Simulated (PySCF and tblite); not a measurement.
Values are calculated unless marked as measured or tabulated.
# Barrier and rate of a rotation

System: acryloyl chloride, C₃H₃ClO, numbered as in [CH2:1]=[CH:2][C:3](=[O:4])[Cl:5].

Motion: rotation about the C2–C3 bond (torsion C1–C2–C3–O4 from 0° to 180°, rising). The path came from a restrained scan, a climbing-image band and a saddle search at GFN2-xTB; energies are PBE0/pcSseg-2 + D3(BJ)//GFN2-xTB, thermal terms GFN2-xTB. Rates follow Eyring's equation with the number of equivalent paths and no tunnelling. (PySCF 2.14 with density fitting, tblite 0.8.)

| point | symmetry | E(GFN2) kcal/mol | E(DFT) kcal/mol | ZPE change kcal/mol | lowest mode cm⁻¹ | dipole D |
| --- | --- | --- | --- | --- | --- | --- |
| start | Cs | 0.0 | 0.0 | 0.00 | 73 | 3.28 |
| saddle | C1 | 3.6 | 5.9 | -0.33 | 106i | 2.82 |
| end | Cs | 0.2 | -0.1 | 0.00 | 70 | 3.47 |

| Quantity | Value |
| --- | --- |
| Electronic barrier | 5.9 kcal/mol |
| Barrier with zero-point energy | 5.5 kcal/mol |
| ΔH‡ (298 K) | 5.2 kcal/mol |
| ΔS‡ (298 K, symmetry apart) | -2.6 cal/(mol K) |
| Paths | 2 equivalent paths |
| End point | a different minimum |
| Mean lifetime of the start against this motion at 298 K | 1.8 ns |
| Cost | 2.8 min on 1 thread of Intel Xeon @ 2.50GHz, shared host (rough), peak memory 0.85 GiB, launched as `OMP_NUM_THREADS=1 python ens_run.py task.json out` |

```tsv
T/K	ΔG‡ kcal/mol	k s⁻¹	ΔG kcal/mol	k back s⁻¹
150	5.7	3.2×10⁴	-0.1	2.3×10⁴
200	5.8	4.2×10⁶	-0.1	3.3×10⁶
250	5.8	8.2×10⁷	-0.1	6.9×10⁷
298	5.9	5.6×10⁸	-0.1	4.9×10⁸
350	6.0	2.5×10⁹	-0.1	2.3×10⁹
400	6.1	7.5×10⁹	-0.1	7×10⁹
500	6.3	3.5×10¹⁰	0.0	3.4×10¹⁰
```

ΔG and ΔG‡ leave out symmetry numbers and mirror images; rates count paths: 2 out, 2 back.
